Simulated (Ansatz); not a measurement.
Gas-phase electronic energies from Ansatz, PBE0-D4/def2-TZVP geometries. CCSD(T)/CBS adds triple-zeta CCSD(T) − MP2 to the extrapolated MP2 energy (def2 sets, frozen cores). This one scheme is used for every species. DFT in def2-TZVPP. HSE06 is defined as in plane-wave codes. Triplets are unrestricted, without spin–orbit coupling. For Mg outer-core shells are correlated without core-valence functions, which leaves a few kJ/mol of doubt a bond.

Reaction (formal loss of a carbene): `C[S][MgH]` → `[CH2]` (triplet) + `[MgH][SH]`

CCSD(T)/CBS gives +96.1 kcal/mol.

Q: Another level gave +90.6 kcal/mol. Which?
A. HSE06/def2-TZVPP
B. r2SCAN-D4/def2-TZVPP
C. LDA (SPW92)/def2-TZVPP
D. HF/def2-TZVPP

A: B. r2SCAN-D4 90.6, HF/def2-TZVPP 60.7, HSE06 94.8, LDA (SPW92) 112.6 kcal/mol.

Largest T1 diagnostic among the species: 0.011.

The D4 term adds +2.1 kcal/mol with B3LYP and +1.1 kcal/mol with PBE0; it sums over pairs of atoms, weighted by their polarisabilities, and B3LYP, whose exchange is more repulsive, gets the larger term. From PBE to PBE0 (25 % exact exchange), in def2-TZVPP and without D4, ΔE moves by −2.4 kcal/mol.

B3LYP here is the variant with VWN-RPA as its local correlation; programs differ in this.
